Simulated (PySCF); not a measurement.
## Bulk modulus of zinc-blende AlP at several levels of theory

No measured value is used here.

| level (code) | value (GPa) | cell (Å³/atom) |
|---|---|---|
| PBE (PySCF) | 82.8 ± 2 | 20.98 |
| PBE0 (PySCF) | 89.5 ± 3 | 20.53 |
| Hartree–Fock (PySCF) | 95.5 ± 3 | 21.22 |
| MP2 (PySCF) | ___ | 20.14 |

What belongs in the gaps?


- MP2 (PySCF), value (GPa): 97.0 ± 3

A ± on a computed value is a rough bar: the spread of its extrapolation, a floor set from checks against published values, or a statistical error. Each level is taken at its own relaxed cell.
